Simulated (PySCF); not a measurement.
Process, species as SMILES: N#N (N2) + H+ → N#[NH+]
B3LYP-D3(BJ)/def2-TZVP geometries, fixed; electronic energies without zero-point terms; positive where energy is released.

Basis-set convergence of the proton affinity at PBE with PySCF. All functions are spherical. Density fitting with generated auxiliary sets. No added dispersion term, no relativity. Functions are those of the species that has most. Reference: the value in aug-pcseg-3, 124.23 kcal/mol, itself unsure by roughly 0.12 kcal/mol (its mean distance from aug-cc-pVQZ, cc-pV5Z, def2-QZVPPD). Deviations are taken from unrounded values.

```csv
basis,functions,proton affinity (kcal/mol)
cc-pVDZ,33,126.74
aug-cc-pVDZ,55,122.18
def2-SVP,33,125.98
def2-SVPD,48,124.12
pcseg-1,33,122.86
aug-pcseg-1,55,121.05
6-311G**,42,125.39
6-311+G**,50,123.34
def2-TZVP,68,124.18
def2-TZVPD,83,123.88
cc-pVTZ,74,125.35
aug-cc-pVTZ,115,124.06
pcseg-2,74,124.37
aug-pcseg-2,115,124.16
def2-TZVPP,76,124.62
def2-TZVPPD,91,124.29
cc-pVQZ,140,124.91
aug-cc-pVQZ,206,124.26
def2-QZVPP,144,124.71
def2-QZVPPD,159,124.24
pcseg-3,153,124.48
aug-pcseg-3,219,124.23
```

What the diffuse functions change, pair by pair:
- cc-pVDZ to aug-cc-pVDZ: 22 more functions, deviation 2.50 to -2.05 kcal/mol
- def2-SVP to def2-SVPD: 15 more functions, deviation 1.75 to -0.12 kcal/mol
- pcseg-1 to aug-pcseg-1: 22 more functions, deviation -1.37 to -3.18 kcal/mol
- 6-311G** to 6-311+G**: 8 more functions, deviation 1.16 to -0.89 kcal/mol
- def2-TZVP to def2-TZVPD: 15 more functions, deviation -0.05 to -0.35 kcal/mol
- cc-pVTZ to aug-cc-pVTZ: 41 more functions, deviation 1.12 to -0.17 kcal/mol
- pcseg-2 to aug-pcseg-2: 41 more functions, deviation 0.14 to -0.08 kcal/mol
- def2-TZVPP to def2-TZVPPD: 15 more functions, deviation 0.39 to 0.06 kcal/mol
- cc-pVQZ to aug-cc-pVQZ: 66 more functions, deviation 0.67 to 0.03 kcal/mol
- def2-QZVPP to def2-QZVPPD: 15 more functions, deviation 0.48 to 0.01 kcal/mol
- pcseg-3 to aug-pcseg-3: 66 more functions, deviation 0.25 to 0.00 kcal/mol

Leaving out the reference's own pair, they bring the value nearer the reference by more than 0.12 kcal/mol in 7 of 10 pairs.
